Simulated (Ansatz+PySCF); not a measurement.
# singlet F₂: levels of theory in one basis

| atom | x (Å) | y (Å) | z (Å) |
| --- | --- | --- | --- |
| F | 0.0000 | 0.0000 | -1.3076 |
| F | 0.0000 | 0.0000 | 1.3076 |

Basis set: STO-3G (spherical functions). Correlated methods keep 2 orbitals frozen. Charge 0, multiplicity 1.

Computed with Ansatz (development build ahead of 0.2.0); each method stands on the lowest determinant of its kind that the runs found.

```
                            method  E − E(RHF) (eV)  <S²> of the determinant
                               RHF             0.00                     0.00
                               UHF           -10.17                     1.00
                           RHF-MP2            -9.37                        –
                           UHF-MP2           -10.17                     1.00
                          RHF-CCSD           -10.17                        –
                       RHF-CCSD(T)           -10.17                        –
full CI (lowest root of this spin)           -10.18                        –
```

At such a shape the full CI root can have another spatial symmetry than the determinants, so the rows needn't describe one state.

Problem. Is a single determinant a sound starting point here?

Solution. It is doubtful. Unrestricted orbitals lower Hartree–Fock by 10.17 eV and <S²> is 1.00 where a pure state has 0.00, a sign of strong static correlation.

Caution for RHF, RHF-MP2, RHF-CCSD, RHF-CCSD(T): an unrestricted determinant lies well below. Caution for UHF, UHF-MP2: the unrestricted determinant is a mixture of spin states; the determinant may break the point group. Caution for RHF-MP2, UHF-MP2, RHF-CCSD: large amplitudes, a single reference is doubtful. Caution for RHF-MP2, RHF-CCSD(T): the program doubts this total. Caution for RHF-CCSD(T): very large amplitudes, the method is breaking down.
